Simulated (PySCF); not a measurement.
Method: PBE0 in PySCF with O def2-TZVP, Al def2-TZVP; no relativity; density-fitted integrals.

```xyz
3
charge 0 multiplicity 1, angstrom
O     0.0000    0.0000    0.0000
Al    0.0000    0.0000    1.7048
Al    0.0000    0.0000   -1.7048
```

Al₂O (singlet), along the line from O1 (at 0) through Al2 (at 1.705 Å).

**Question.** Tabulate the fields along this line at -0.51, -0.43, -0.34, -0.26, -0.17, -0.09, 0.09, 0.17, 0.26, 0.34, 0.43, 0.51, 0.60, 0.68, 0.77, 0.85, 0.94, 1.02, 1.11, 1.19, 1.28, 1.36, 1.45, 1.53, 1.62, 1.79, 1.88, 1.96, 2.05, 2.13, 2.22, 2.30, 2.39, 2.47, 2.56, 2.64, 2.73 Å.

**Answer.** 
| distance (Å) | electron density (e/Å³) | electron localisation function | electrostatic potential (V) |
| --- | --- | --- | --- |
| -0.51 | 3.22 | 0.858 | 31.7 |
| -0.43 | 4.46 | 0.808 | 52.1 |
| -0.34 | 5.98 | 0.621 | 90.4 |
| -0.26 | 8.03 | 0.193 | 165 |
| -0.17 | 20 | 0.206 | 331 |
| -0.09 | 169 | 0.99 | 893 |
| 0.09 | 169 | 0.99 | 893 |
| 0.17 | 20 | 0.206 | 331 |
| 0.26 | 8.03 | 0.193 | 165 |
| 0.34 | 5.98 | 0.621 | 90.4 |
| 0.43 | 4.46 | 0.808 | 52.1 |
| 0.51 | 3.22 | 0.858 | 31.7 |
| 0.60 | 2.29 | 0.864 | 21.2 |
| 0.68 | 1.62 | 0.839 | 16.7 |
| 0.77 | 1.17 | 0.744 | 15.9 |
| 0.85 | 0.88 | 0.471 | 17.9 |
| 0.94 | 0.73 | 0.158 | 22.2 |
| 1.02 | 0.755 | 0.0668 | 28.9 |
| 1.11 | 1.11 | 0.107 | 38.7 |
| 1.19 | 2.24 | 0.377 | 53.5 |
| 1.28 | 5.29 | 0.735 | 77.7 |
| 1.36 | 12.8 | 0.856 | 123 |
| 1.45 | 29 | 0.849 | 221 |
| 1.53 | 56.3 | 0.559 | 473 |
| 1.62 | 205 | 0.394 | 1380 |
| 1.79 | 205 | 0.389 | 1380 |
| 1.88 | 57 | 0.57 | 472 |
| 1.96 | 29.4 | 0.855 | 220 |
| 2.05 | 12.9 | 0.862 | 122 |
| 2.13 | 5.29 | 0.76 | 77.4 |
| 2.22 | 2.17 | 0.462 | 53.3 |
| 2.30 | 0.977 | 0.16 | 38.7 |
| 2.39 | 0.529 | 0.0703 | 28.8 |
| 2.47 | 0.36 | 0.0833 | 21.7 |
| 2.56 | 0.29 | 0.209 | 16.4 |
| 2.64 | 0.25 | 0.522 | 12.4 |
| 2.73 | 0.22 | 0.818 | 9.27 |

On a grid of 0.09 Å the density has a local minimum along the bond near 0.94 Å from O, at 0.73 e/Å³, where the ELF is 0.16.
